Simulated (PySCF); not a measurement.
# C₄H₄S₂: calculation and literature

Geometry:
```json
{"atom": "S1", "x (Å)": "2.610", "y (Å)": "0.437", "z (Å)": "-0.544"}
{"atom": "C2", "x (Å)": "0.902", "y (Å)": "0.280", "z (Å)": "-0.203"}
{"atom": "C3", "x (Å)": "0.135", "y (Å)": "-0.847", "z (Å)": "-0.328"}
{"atom": "C4", "x (Å)": "-1.231", "y (Å)": "-0.613", "z (Å)": "-0.048"}
{"atom": "C5", "x (Å)": "-1.480", "y (Å)": "0.689", "z (Å)": "0.282"}
{"atom": "S6", "x (Å)": "-0.064", "y (Å)": "1.632", "z (Å)": "0.239"}
{"atom": "H7", "x (Å)": "3.051", "y (Å)": "0.441", "z (Å)": "0.727"}
{"atom": "H8", "x (Å)": "0.553", "y (Å)": "-1.804", "z (Å)": "-0.607"}
{"atom": "H9", "x (Å)": "-1.997", "y (Å)": "-1.375", "z (Å)": "-0.086"}
{"atom": "H10", "x (Å)": "-2.426", "y (Å)": "1.135", "z (Å)": "0.551"}
```

Published estimates (parent shift plus substituent increments) and measurements: δ ¹H H10 7.13; H8 6.96; H9 6.76 ppm (estimated from measurements, as parent shift plus tabulated substituent increment; solution, not stated per compound (mostly CDCl3 or CCl4); Pretsch, Buehlmann, Badertscher, Structure Determination of Organic Compounds, 4th ed. (2009)).

Isolated molecule, a single conformation, no relativistic terms. σ from GIAO-B97-2/pcSseg-2; PBE0-D3(BJ)/def2-TZVP geometry; PySCF 2.14.0 with density-fitted response routines.

**Question.** What does the calculation give, and how does it compare?

**Answer.** 
Reference values: estimated from measurements, as parent shift plus tabulated substituent increment (solution, not stated per compound (mostly CDCl3 or CCl4); Pretsch, Buehlmann, Badertscher, Structure Determination of Organic Compounds, 4th ed. (2009)).
```
atoms  quantity  reference  computed  computed, scaled
  H10      δ ¹H       7.13      7.48              7.16
   H8      δ ¹H       6.96      7.49              7.16
   H9      δ ¹H       6.76      7.20              6.89
```

Computed shifts are σ(ref) − σ with the named reference compound (TMS for H and C) calculated as an isolated molecule at the same level. The measured values may be among those fitted. Shieldings were converted by linear fits to measured shifts (mostly CDCl3, TMS scale, for H and C): ¹H: δ = 29.81 − 0.938σ (rms 0.14 ppm, 293 shifts, 0.16 ppm with the 4 outliers that the fit left out). Occasional misses reach two or three times the rms, and more in compound classes unlike the fitted ones. Hydrogens on heteroatoms aren't scaled, only referred to computed TMS.

**Question.** How far are the unscaled ¹H shifts from the references?

**Answer.** Mean signed difference +0.44 ppm, mean absolute 0.44 ppm over 3 comparisons; the largest is +0.53 ppm at H8 (hydrogen on an aromatic CH).
